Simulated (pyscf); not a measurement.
A first-order saddle from PySCF, ωB97X-D3(BJ)/def2-SVP:

```xyz
8

C     -0.1013     0.4953    -0.1271
C     -1.1709     0.0850    -0.9405
F     -1.1218    -1.6554    -0.1753
F     -2.3920     0.4357    -0.6400
H     -0.3420    -0.7837     0.2390
H     -0.3383     1.2063     0.6700
H      0.8800     0.5677    -0.6036
H     -1.0702    -0.3131    -1.9553
```
Charge 0, spin multiplicity 1.

Surface: singlet, charge 0. Lowest wavenumbers (cm⁻¹): 1838i, 281, 425, 498, 589.

**Question.** What reaction is this the transition state of?

**Answer.** H₃C–CH(F)–F (SMILES CC(F)F) <-> H₂C=CH–F (SMILES C=CF) + HF (SMILES F), an elimination read from left to right: C–H, C–F broken and F–H formed. At CCSD(T)/def2-TZVPP + ΔMP2(QZVPP) it lies +3.01 eV from the left side and +1.96 eV from the right (each side as separated species at their lowest minima found). One saddle was located; it need not be the lowest between these sides. The CCSD(T) − MP2 part came from Ansatz, without density fitting, on the same reference.
